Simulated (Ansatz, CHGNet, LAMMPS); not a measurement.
Ladder of methods for the lattice parameter a of fcc Ag

Reference value: 4.062 Å (measured, static lattice: zero-point anharmonic expansion removed, our sources range from 4.056 to 4.063; as tabulated in Mejia-Rodriguez and Trickey (2018), arXiv:1807.09216).

```json
[
 {"level (code)": "EAM u3 (LAMMPS)", "value (Å)": "4.090"},
 {"level (code)": "CHGNet-r²SCAN", "value (Å)": "4.110"},
 {"level (code)": "LDA (Ansatz)", "value (Å)": "4.001"},
 {"level (code)": "PBE (Ansatz)", "value (Å)": "…"},
 {"level (code)": "PBE-D3(BJ) (Ansatz)", "value (Å)": "4.073"},
 {"level (code)": "r²SCAN (Ansatz)", "value (Å)": "…"},
 {"level (code)": "r²SCAN0 (Ansatz)", "value (Å)": "4.115"}
]
```

Question: Fill in the missing entries.

Answer: 
- PBE (Ansatz, a program for electronic structure), value (Å): 4.147
- r²SCAN (Ansatz), value (Å): 4.104

Errors against the reference: EAM u3 +0.69 %, CHGNet-r²SCAN +1.18 %, LDA -1.50 %, PBE +2.09 %, PBE-D3(BJ) +0.27 %, r²SCAN +1.03 %, r²SCAN0 +1.30 %.

Closest of the ranked levels: PBE-D3(BJ) (+0.27 %). Among them PBE (+2.09 %) misses by most. Of the ranked levels only PBE-D3(BJ) lands within 0.5 %.

Cutoffs and k meshes differ between the levels. Ansatz's density-functional and Hartree–Fock values are scalar-relativistic unless marked +SOC, with PAW data made under PBE.

Empirical potentials (EAM u3) are fitted to chosen data: where that held the value shown, agreement is built in, and what lay outside the fit can be far off. Machine-learned potentials (CHGNet-r²SCAN) are trained on DFT data: a solid inside that data is no test of them.

Differences are worked out from the printed values.
